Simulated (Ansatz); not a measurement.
# AlClO: the cost of one run

Method: def2-TZVPP, core rule «outside noble gas», up to 11 orbitals frozen; program: Ansatz 0.2.0, Gaussian basis.

The runs, in order: UHF; ROHF; CCSD(T) on UHF.

2 further runs of the same task are left out: 2 set aside as unsound or not needed.

## (1) The geometry

The geometry is a PBE0/def2-TZVP stationary point (not a proven minimum).

3 atoms, charge 0, spin multiplicity 3.

Atoms are counted from 1 here; the program's logs count them from 0.

Bond lengths: Al1–O2 1.750 Å, Al1–Cl3 2.102 Å. Angles: O2–Al1–Cl3 112.3°.

Coordinates:

```xyz
3

Al    0.0000   -0.6181    0.6255
O     0.0000    0.6226    1.8602
Cl    0.0000    0.1894   -1.3155
```

## (2) UHF

Input file in.yaml:

```yaml
crystal:
  periodic: [false, false, false]
  atoms:
    - {symbol: Al, position_ang: [0.000000, -0.618067, 0.625527]}
    - {symbol: O, position_ang: [0.000000, 0.622582, 1.860209]}
    - {symbol: Cl, position_ang: [0.000000, 0.189419, -1.315542]}
basis:
  gaussian: {orbitals: def2-TZVPP}
magnetization: {spin_polarized: true, initial_magnetization: 2}
hamiltonian: {xc: hf}
output: {orbitals: {seedname: orbitals}}
```

Command:

```sh
ansatz run in.yaml --threads 1 --pin off --events-out ev --progress --plain --max-ram 4096MiB --backend cpu
```

Q: Estimate wall time and peak memory on 1 thread of AMD EPYC 7R13, shared host.

About 9.5 s, with a peak of 0.32 GiB.
